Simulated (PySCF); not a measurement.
Lithium fluoride, LiF.
Structure used (PBE0-D3(BJ)/def2-SVP), in Å, numbered top down from 1:
```xyz
2
LiF angstrom
Li     0.7911   -0.0650   -0.0013
F     -0.7414   -0.0227   -0.0209
```

Level: PBE0/pcSseg-1 and PBE0/def2-SVPD in PySCF, non-relativistic, on one gas-phase PBE0-D3(BJ)/def2-SVP geometry that isn't relaxed in the solvent. The solvent is an IEF-PCM continuum (Bondi radii, 1.10 Å for H, scaled by 1.2). Specific hydrogen bonds and non-electrostatic terms are outside this model.

Gas phase at PBE0/pcSseg-1: HOMO -7.71 eV, LUMO -1.15 eV, dipole 5.81 D.

Q: What does the continuum do to the energy, the frontier levels and the dipole at PBE0/pcSseg-1 in cyclohexane and water?

A: 
```
    solvent      ε  E(solvent) − E(gas) (kJ/mol)  polarisation term (kJ/mol)  distortion of the solute (kJ/mol)  HOMO (eV)  LUMO (eV)  dipole (D)
cyclohexane  2.017                        -30.35                      -31.40                               1.05      -8.07      -0.69        6.02
      water  78.36                        -72.20                      -77.60                               5.40      -8.61      -0.17        6.27
```

The first energy column is the sum of the next two and covers electrostatics alone. From cyclohexane to water the lowering changes by a factor 2.38, Onsager's factor (ε − 1)/(2ε + 1) by 2.43 and ε itself by 38.9.

Q: Which radius a makes the point-dipole formula ΔE = −[(ε − 1)/(2ε + 1)]·μ²/a³ give the value in water, with the gas-phase dipole?

A: μ = 2.288 au and |ΔE| = 0.02750 Eh give a = 2.40 Å; the farthest nucleus lies 0.77 Å from the centroid of the nuclei. The formula assumes a rigid point dipole at the centre of a sphere.

Q: Which Hirshfeld charges (PBE0/pcSseg-1) respond most in cyclohexane (means over atoms taken as equivalent)?

A: 
```
atoms            environment  gas (e)  solvent (e)  change
  Li1    lithium bonded to F   +0.599       +0.616  +0.017
   F2  fluorine bonded to Li   -0.598       -0.616  -0.018
```

Q: How do the nuclear quadrupole coupling constants eQVzz/h respond in cyclohexane?

A: 
| nucleus | Q (barn) | gas (MHz) | solvent (MHz) | η gas | η solvent |
| --- | --- | --- | --- | --- | --- |
| 7Li at Li1 | -0.04 | 0.49 | 0.49 | 0.00 | 0.00 |

Gas phase at PBE0/def2-SVPD: HOMO -8.09 eV, LUMO -1.00 eV, dipole 6.14 D.

Q: What does the continuum do to the energy, the frontier levels and the dipole at PBE0/def2-SVPD in cyclohexane and water?

A: 
| solvent | ε | E(solvent) − E(gas) (kJ/mol) | polarisation term (kJ/mol) | distortion of the solute (kJ/mol) | HOMO (eV) | LUMO (eV) | dipole (D) |
| --- | --- | --- | --- | --- | --- | --- | --- |
| cyclohexane | 2.017 | -32.08 | -33.23 | 1.15 | -8.54 | -0.55 | 6.37 |
| water | 78.36 | -76.53 | -82.67 | 6.14 | -9.21 | -0.15 | 6.66 |

Q: How does the static polarisability (PBE0/def2-SVPD, frozen core, with the continuum's full static response) change?

A: 
```
     medium  isotropic (au)  principal values (au)  ⟨r²⟩ of the electrons (bohr²)
        gas             9.1          8.8, 8.8, 9.5                           30.9
cyclohexane             9.1          9.0, 9.0, 9.4                           30.9
      water             9.4          9.4, 9.5, 9.5                           30.9
```

The isotropic value in water is 1.04 times the gas-phase one; no cavity-field correction is applied. ⟨r²⟩ is taken about the centre of nuclear charge.

The run took 0.3 s of wall time on Arm Neoverse V2, one thread, shared host. This is the whole shielding run at PBE0/pcSseg-1 in water, SCF included.
